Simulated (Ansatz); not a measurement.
Reaction (SMILES): CO (CH3-OH) → C atom + 4 H atom + O atom
B3LYP-D3(BJ)/def2-TZVP geometries, fixed; electronic energies without zero-point terms.

Basis-set convergence of the atomisation energy at wB97M-V with Ansatz (a quantum-chemistry and plane-wave program). Cartesian d functions, on some or all atoms, in 6-31G*, 6-31+G*; all else is spherical. The program fits the integrals of some runs and decomposes those of others, by size. Open shells are unrestricted. The functional holds VV10 correlation; no added dispersion term, no relativity. Functions are those of the species that has most. Reference: the value in aug-pcseg-3, 513.76 kcal/mol, itself unsure by roughly 0.34 kcal/mol (its mean distance from aug-cc-pVQZ, cc-pV5Z, def2-QZVPPD). Deviations are taken from unrounded values.

```tsv
basis	functions	atomisation energy (kcal/mol)	minus reference (kcal/mol)
STO-3G	14	589.98	76.22
3-21G	26	498.53	-15.22
def2-SV(P)	36	506.26	-7.50
6-31G*	38	512.48	-1.28
6-31+G*	46	510.77	-2.99
cc-pVDZ	48	507.56	-6.20
6-311G**	60	508.90	-4.86
def2-SVPD	75	521.60	7.84
aug-cc-pVDZ	82	509.17	-4.59
def2-TZVPD	113	512.00	-1.76
cc-pVTZ	116	512.41	-1.35
def2-TZVPP	118	513.15	-0.61
jun-cc-pV(T+d)Z	134	512.99	-0.77
6-311++G(3df,3pd)	150	514.38	0.63
aug-cc-pVTZ	184	512.64	-1.12
aug-pcseg-2	184	513.86	0.11
def2-QZVPP	234	513.17	-0.59
cc-pV5Z	402	513.51	-0.25
```
